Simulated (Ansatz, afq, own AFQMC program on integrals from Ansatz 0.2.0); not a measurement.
# Atomization energy of BH₄, doublet

```json
{"atom": "B", "x (Å)": "0.0000", "y (Å)": "0.0000", "z (Å)": "0.0000"}
{"atom": "H", "x (Å)": "0.4147", "y (Å)": "0.8125", "z (Å)": "0.8107"}
{"atom": "H", "x (Å)": "-0.4243", "y (Å)": "-0.8077", "z (Å)": "0.8105"}
{"atom": "H", "x (Å)": "-0.4128", "y (Å)": "0.8086", "z (Å)": "-0.8154"}
{"atom": "H", "x (Å)": "0.4225", "y (Å)": "-0.8134", "z (Å)": "-0.8057"}
```

Atoms in their ground-state spins without spin–orbit coupling (mostly on UHF) minus the molecule (UHF), without zero-point energy. The geometry is a stationary point, not shown to be a minimum.

Basis 6-31G. Noble-gas cores (and the filled d shells of Ga–Kr and In–Xe) are frozen. Ansatz 0.2.0 and our own AFQMC program on the same integrals; the CISD trial comes from CCSD amplitudes, and released means the phaseless constraint is let go. ± is one standard error of the sampling. The errors of all members are added in quadrature.

Full CI on the same integrals is exact in this basis and with this determinant's frozen core.

Errors are counted within 6-31G, not against nature.

Reference (full CI): 10.684 eV.

| level | atomization energy (eV) | error against FCI (eV) |
| --- | --- | --- |
| HF | 9.250 | -1.434 |
| MP2 | 10.519 | -0.165 |
| CCSD | 10.637 | -0.047 |
| CCSD(T) | 10.672 | -0.012 |
| ph-AFQMC/HF | 10.767 ± 0.021 | 0.083 ± 0.021 |
| ph-AFQMC/CISD | 10.682 ± 0.002 | -0.002 ± 0.002 |
| released AFQMC | 10.681 ± 0.002 | -0.003 ± 0.002 |

Correlation beyond CCSD(T) adds 0.012 eV. The perturbative (T) step is worth +0.035 eV.

A walk keeps the symmetry of its determinant, which the program's search chose and which needn't be the lowest solution, so a lower state of the same spin and another symmetry isn't excluded. Released energies are given only where the last usable release times agree within the noise; a slower fall can still hide under it.
